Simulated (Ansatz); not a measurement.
## Structure relaxation of Cd₃C₂

Level of theory: DFT PBE, scalar-relativistic, plane waves, PAW (Ansatz 0.2.0). Cutoff 420 eV, Γ-centred k mesh, Gaussian smearing, no spin polarisation in the final step.

The start puts Cd₃C₂ on the A-type sesquioxide structure type (P-3m1, No. 164), with C in place of La, Cd in place of O, at a guessed volume.

```yaml
crystal:
  lattice:
    - [3.97756, 0.00000, 0.00000]
    - [-1.98878, 3.44467, 0.00000]
    - [0.00000, 0.00000, 6.18844]
  atoms:
    - { symbol: Cd, position: [0.00000, 0.00000, 0.00000] }
    - { symbol: Cd, position: [0.33333, 0.66667, 0.64500] }
    - { symbol: Cd, position: [0.66667, 0.33333, 0.35500] }
    - { symbol: C, position: [0.33333, 0.66667, 0.24500] }
    - { symbol: C, position: [0.66667, 0.33333, 0.75500] }
```

Steps on the 6×6×4 mesh (5 atoms). 5 of 6 steps are shown, and the free energy counts from the last. Trial steps that were taken back and renewals of the plane-wave basis can be among the rows.

```
step  ΔF (meV/atom) V (Å³/atom) P (GPa) largest force component (eV/Å)
   1           24.7        16.96    -3.11                           0.683
   2            5.7        15.66     2.51                           0.137
   3            0.0        16.25    -0.52                           0.071
   4           -0.6        16.19     0.15                           0.043
   6            0.0        16.20    -0.01                           0.008
```

A final relaxation ran on a 12×12×6 mesh. The relaxed crystal, P-3m1 (No. 164):

```cif
data_structure
_symmetry_space_group_name_H-M 'P-3m1'
_symmetry_Int_Tables_number 164
_cell_length_a 3.9616
_cell_length_b 3.9616
_cell_length_c 5.9499
_cell_angle_alpha 90.000
_cell_angle_beta 90.000
_cell_angle_gamma 120.000
_cell_volume 80.87
loop_
_atom_site_label
_atom_site_type_symbol
_atom_site_symmetry_multiplicity
_atom_site_Wyckoff_symbol
_atom_site_fract_x
_atom_site_fract_y
_atom_site_fract_z
_atom_site_occupancy
Cd1 Cd 1 a 0.00000 0.00000 0.00000 1
Cd2 Cd 2 d 0.33333 0.66667 0.66710 1
C1 C 2 d 0.33333 0.66667 0.24360 1
```

```json
{
  "Volume per atom": "16.17 Å³",
  "Density": "7.42 g/cm³",
  "Energy over the elements": "1.49 eV/atom",
  "Gap on the 12×12×6 mesh": "0 eV (a metal)"
}
```

The zero of energy is the elements' standard structures at the same level; no fitted shifts are applied.

The final run used a 12×12×6 mesh on its 5-atom cell and 0.10 eV smearing. For metals, differences of a few meV/atom aren't resolved.

Symmetry constrained the relaxation, so the result can be a saddle point.

Cost: 3 runs of about 1.3 core-minutes in all, on Intel Xeon 6975P-C (Granite Rapids) (shared hosts).